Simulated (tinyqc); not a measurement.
Worked calculation (part 2 of 2): UHF in the sto-3g basis, for BH, spin multiplicity 3. This run ends on a higher stationary point, not on the lowest solution. Computed by tinyqc, a small Python program that keeps every step (integrals from PySCF). Command: `OMP_NUM_THREADS=1 python tinyqc.py 20741 20742 out.jsonl` (the two numbers bound the seeds that draw the settings). One thread of a shared host (Intel(R) Xeon(R) Processor @ 2.60GHz), about 0.2 s of CPU time with the checks.

Geometry (angstrom):

| atom | x | y | z |
|---|---|---|---|
| B | 0.000000 | 0.000000 | 0.000000 |
| H | 0.000000 | 0.000000 | 1.250000 |

## Convergence

Stop when the energy changes by less than 1e-08 hartree and every element of the error matrix X^T (F D S - S D F) X (for each spin) is below 3e-05.

Course of the cycle:

| iteration | E (hartree) | change | largest element of the error matrix |
|---|---|---|---|
| 1 | -24.46268516 | - | 1.31e-01 |
| 2 | -24.51720778 | -5.45e-02 | 7.46e-02 |
| 3 | -24.55084802 | -3.36e-02 | 4.97e-02 |
| 4 | -24.57296843 | -2.21e-02 | 3.18e-02 |
| 5 | -24.58549121 | -1.25e-02 | 1.72e-02 |
| 6 | -24.59205387 | -6.56e-03 | 6.88e-03 |
| 7 | -24.59536087 | -3.31e-03 | 1.94e-03 |
| 8 | -24.59656057 | -1.20e-03 | 5.56e-04 |
| 9 | -24.59693630 | -3.76e-04 | 1.70e-04 |
| 10 | -24.59705032 | -1.14e-04 | 5.07e-05 |
| 11 | -24.59708466 | -3.43e-05 | 1.55e-05 |
| 12 | -24.59709497 | -1.03e-05 | 4.73e-06 |
| 13 | -24.59709807 | -3.10e-06 | 1.43e-06 |
| 14 | -24.59709900 | -9.29e-07 | 4.33e-07 |
| 15 | -24.59709928 | -2.79e-07 | 1.30e-07 |
| 16 | -24.59709936 | -8.36e-08 | 3.88e-08 |
| 17 | -24.59709938 | -2.51e-08 | 1.16e-08 |
| 18 | -24.59709939 | -7.52e-09 | 3.47e-09 |

PySCF UHF in the same basis, after a stability check = -24.74630655 hartree

Converged in 18 iterations. But the solution lies 0.14921 hartree above the reference: it is another stationary point, not the lowest one. Reruns (cap 100 unless said): DIIS 8: converged in 9 to a higher stationary point; damping 0.5: converged in 47 to a higher stationary point; level shift 0.5: converged in 40 to a higher stationary point; atomic densities as start, DIIS 8: converged in 9.

## Populations, bond orders and dipole

D(alpha) after iteration 18, lower triangle:
```
            1B 1s     1B 2s    1B 2px    1B 2py    1B 2pz     2H 1s
1B 1s    1.058457
1B 2s   -0.208334  0.766052
1B 2px   0.000000  0.000000  1.000000
1B 2py   0.000000  0.000000  0.000000  1.000000
1B 2pz  -0.020653  0.072347  0.000000  0.000000  0.006834
2H 1s   -0.080455  0.227229  0.000000  0.000000  0.021478  0.067749
```

D(beta) after iteration 18, lower triangle:
```
            1B 1s     1B 2s    1B 2px    1B 2py    1B 2pz     2H 1s
1B 1s    0.999868
1B 2s   -0.002388  0.063015
1B 2px   0.000000  0.000000  0.000000
1B 2py   0.000000  0.000000  0.000000  0.000000
1B 2pz  -0.023571  0.050811  0.000000  0.000000  0.041439
2H 1s   -0.100373  0.191657  0.000000  0.000000  0.156556  0.591593
```

overlap S, lower triangle:
```
           1B 1s     1B 2s    1B 2px    1B 2py    1B 2pz     2H 1s
1B 1s   1.000000
1B 2s   0.269328  1.000000
1B 2px  0.000000  0.000000  1.000000
1B 2py  0.000000  0.000000  0.000000  1.000000
1B 2pz  0.000000  0.000000  0.000000  0.000000  1.000000
2H 1s   0.058002  0.445342  0.000000  0.000000  0.467276  1.000000
```

Mulliken: Z minus the diagonal of D S on the atom; Loewdin: the same with S^(1/2) D S^(1/2); Mayer order: 2 sum_s sum (D(s) S)_ij (D(s) S)_ji over the two atoms.

Charges (e):

| atom | Mulliken | Loewdin | Mulliken spin |
|---|---|---|---|
| 1B | -0.081408 | -0.090282 | 2.569966 |
| 2H | 0.081408 | 0.090282 | -0.569966 |

Mayer bond orders:

| pair | order |
|---|---|
| 2-1 | 0.668512 |

dipole moment about the origin, x y z (debye): 0.000000  0.000000  -0.656047

<S^2> of the determinant (pure state: 2) = 2.375575
